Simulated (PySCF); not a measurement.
## Reproducing measurements on allene

**What was measured.**

NIST CCCBDB Release 22 (SRD 101), experimental polarizabilities lists, for the gas: mean polarisability 5.69 Å³.

How close the calculation comes is told at the end.

Allene, C3H4.
Numbering: `[CH2:1]=[C:2]=[CH2:3]` (hydrogens: H4, H5 on C1; H6, H7 on C3)

Structure used (GFN2-xTB), in Å, numbered top down from 1:
```xyz
7
C3H4 angstrom
C     -1.293   -0.002    0.003
C      0.000    0.000   -0.004
C      1.294    0.004   -0.011
H     -1.858    0.622    0.677
H     -1.863   -0.629   -0.664
H      1.856    0.678   -0.637
H      1.867   -0.667    0.609
```

The PySCF runs (gas phase, on this GFN2-xTB geometry; no spin–orbit coupling):

```tsv
level	job	basis functions	wall time
wB97X-D/def2-SVPD	8 singlets by full TDDFT, 3 Tamm–Dancoff triplets, polarisability	92	3.4 s
```

Hardware: an Arm Neoverse V1 with one thread (shared host).

## Comparison

**Mean polarisability.** Measured: 5.69 Å³ (NIST CCCBDB Release 22 (SRD 101), experimental polarizabilities).

```csv
level,computed (Å³),computed − measured (Å³),% (from the printed values)
wB97X-D/def2-SVPD,5.81,+0.12,+2
```

The computed values are static and purely electronic, with core orbitals frozen in the response (1 au = 0.148185 Å³). The table of measured values doesn't say here whether a value is static or optical, or holds a vibrational part.

The geometry is computed, not the measured one. Where a level misses, the cause wasn't examined.
